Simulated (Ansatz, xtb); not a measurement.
## H4Si3+: where a starting geometry ends

The starting geometry of this gas-phase doublet has its atoms placed at random.

```xyz
7

Si    0.3245    1.6657    0.2813
Si   -0.7821   -1.4294   -0.3261
Si    1.1678    0.0443   -1.0442
H    -0.5073   -0.3046    1.3483
H    -1.7088   -0.5480   -0.0299
H    -1.3907    1.1982    1.3012
H    -0.6950    2.0024   -0.8928
```

Task: Guess where an optimisation with r2SCAN-D4/def2-SVP ends from this start.

Result: It ends as a structure given below by its coordinates. Distances that change by over a tenth: Si1–Si2 (3.34 → 2.67 Å), Si2–H5 (1.31 → 1.49 Å). Contacts that close: Si1–H6 (2.05 → 1.49 Å), Si2–Si3 (2.55 → 2.28 Å), Si2–H4 (2.04 → 1.49 Å).

The energy falls by 5.51 eV over 15 steps:

```tsv
step	E − E(last) (eV)
1	5.509
3	2.597
4	2.272
6	1.413
7	1.071
9	0.415
10	0.147
12	0.016
13	0.001
15	0.000
```

Final geometry (Å):

```xyz
7

Si   -0.1707    1.6620   -0.0060
Si   -0.7789   -0.9327    0.0799
Si    1.0466   -0.0249   -0.9497
H    -0.9250   -0.9839    1.5611
H    -1.7791   -1.7274   -0.6805
H    -0.2634    1.8676    1.4661
H    -0.7211    2.7680   -0.8331
```

From the same start GFN2-xTB ends elsewhere, differing in Si1–Si2 (3.68 against 2.67 Å here).

From so rough a start the end depends on the optimiser's path, so another program may land elsewhere. No frequencies were run, so the end isn't proven a minimum. Open shells are spin-unrestricted. Run with Ansatz 0.2.0, 120 s on 1 thread of Intel(R) Xeon(R) Platinum 8375C CPU @ 2.90GHz (Ice Lake), with other jobs on the host.
